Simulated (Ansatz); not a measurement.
# CCl₄ (singlet): from Hartree-Fock to the top rungs, 6-31G*

The task here is to estimate one member of a computed series from the others.

Computed with Ansatz 0.2.0, Gaussian basis. Level: 6-31G*, core rule «outside noble gas», up to 21 orbitals frozen.

Plan: UHF; CCSD(T) on RHF; BCCD(T) on RHF; CISD; CCSDT(Q) on RHF; CASSCF and MRCISD+Q, 8 electrons in 8 orbitals; CASSCF and MRCISD+Q(relaxed), 8 electrons in 8 orbitals; CASSCF and NEVPT2, 8 electrons in 8 orbitals.

17 further runs of the same task are left out: 17 set aside as unsound or not needed.

## The system

The geometry is an MP2(full)/6-31G* stationary point (not a proven minimum).

5 atoms, charge 0, spin multiplicity 1.

Atoms are counted from 1 here; the program's logs count them from 0.

Bond lengths: C1–Cl2 1.769 Å, C1–Cl3 1.769 Å, C1–Cl4 1.769 Å, C1–Cl5 1.769 Å. Angles: Cl2–C1–Cl3 109.5°, Cl2–C1–Cl4 109.5°, Cl2–C1–Cl5 109.5°, Cl3–C1–Cl4 109.5°, Cl3–C1–Cl5 109.5°, Cl4–C1–Cl5 109.5°.

Coordinates:

```xyz
5
charge 0, multiplicity 1
C     0.0000    0.0000    0.0000
Cl    1.0213    1.0213    1.0213
Cl   -1.0213   -1.0213    1.0213
Cl   -1.0213    1.0213   -1.0213
Cl    1.0213   -1.0213   -1.0213
```

The first run:

in.yaml reads:

```yaml
crystal:
  periodic: [false, false, false]
  atoms:
    - {symbol: C, position_ang: [0.000000, 0.000000, 0.000000]}
    - {symbol: Cl, position_ang: [1.021340, 1.021340, 1.021340]}
    - {symbol: Cl, position_ang: [-1.021340, -1.021340, 1.021340]}
    - {symbol: Cl, position_ang: [-1.021340, 1.021340, -1.021340]}
    - {symbol: Cl, position_ang: [1.021340, -1.021340, -1.021340]}
basis:
  gaussian: {orbitals: "6-31G*"}
magnetization: {spin_polarized: true, initial_magnetization: 0}
hamiltonian: {xc: hf}
output: {orbitals: {seedname: orbitals}}
```

Launch:

```sh
> ansatz run in.yaml --threads 1 --pin off --events-out ev --progress --plain --max-ram 3956MiB --backend cpu
```

Among the steps run: UHF; CCSD(T) on RHF; BCCD(T) on RHF; CISD; CCSDT(Q) on RHF; CASSCF and MRCISD+Q, 8 electrons in 8 orbitals; CASSCF and MRCISD+Q(relaxed), 8 electrons in 8 orbitals; CASSCF and NEVPT2, 8 electrons in 8 orbitals.

One table of the session follows, with a row left open; its other results are not shown here.

```
                    method  from RCCSDT(Q) (kJ/mol)
                       RHF                        ?
                      RMP2                   +182.4
                      CISD                   +381.3
                     RCCSD                    +65.5
                  RCCSD(T)                     +5.9
                   BCCD(T)                     +5.2
                    RCCSDT                     +3.7
                 RCCSDT(Q)                        0
           CASSCF frontier                  +1659.8
           NEVPT2 frontier                   +220.0
           MRCISD frontier                   +289.5
         MRCISD+Q frontier                    +57.0
MRCISD+Q(relaxed) frontier                    +55.6
```

Estimate the missing values for RHF.

**Answer.** from RCCSDT(Q) (kJ/mol): +1921.3. In the column «from RCCSDT(Q) (kJ/mol)» it is the highest.
